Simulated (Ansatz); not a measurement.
[Br···H···O], triplet: transfer scan

Starting geometry:

```xyz
3

Br    0.0000    0.0000   -1.5079
H     0.0000    0.0000   -0.0873
O     0.0000    0.0000    1.5951
```

From there H2 is moved from one fragment to the other while all else, the fragments' distance too, stays fixed, so the hump isn't the reaction's barrier; atoms are numbered as listed. Energies are in eV, counted from the starting geometry at the same level.

Basis cc-pVDZ; Ansatz 0.2.0. Only valence electrons are correlated (noble-gas cores and the filled d shells of p-block atoms frozen). R marks a restricted (for open shells ROHF) determinant, U an unrestricted one. No spin–orbit coupling is included, and no scalar relativity.

Unrestricted rows (U) aren't spin-pure: their determinants' ⟨S²⟩ exceeds S(S+1) by up to 0.14, so they mix in states of higher spin. Coupled cluster chose its determinant by trial CCSD, here up to 0.14 eV above the lowest Hartree–Fock solution of its kind, and MP2 stands on that determinant too. The largest doubles amplitude grows up the series, to 0.16: the determinant mixes near-degenerate terms, and the last step may understate the doubt. The reference follows the lowest state, whose symmetry changes along the scan.

Full CI isn't at hand for all of this; UCCSDT(Q) serves as the reference, and is uncertain by about the last step of the cluster series.

```csv
distance Br1-H2 (Å),UMP2
1.321,0.131
1.421,0.000
1.520,0.136
1.618,0.415
1.717,0.836
1.816,0.851
1.915,0.478
2.014,-0.031
2.113,-0.329
```

Question: Estimate the UCCSDT(Q) curve in cc-pVDZ from this one, knowing how UMP2 errs.

Answer: The computed UCCSDT(Q) values, in eV from the starting point, and the error of UMP2 against them:
```
distance Br1-H2 (Å)  UCCSDT(Q)  UMP2 less UCCSDT(Q)
              1.321      0.140               -0.008
              1.421      0.000                0.000
              1.520      0.127                0.009
              1.618      0.394                0.021
              1.717      0.615                0.221
              1.816      0.585                0.266
              1.915      0.331                0.147
              2.014     -0.022               -0.009
              2.113     -0.296               -0.033
```

The error spans 0.299 eV and is largest, 0.266 eV, at 1.816 Å.
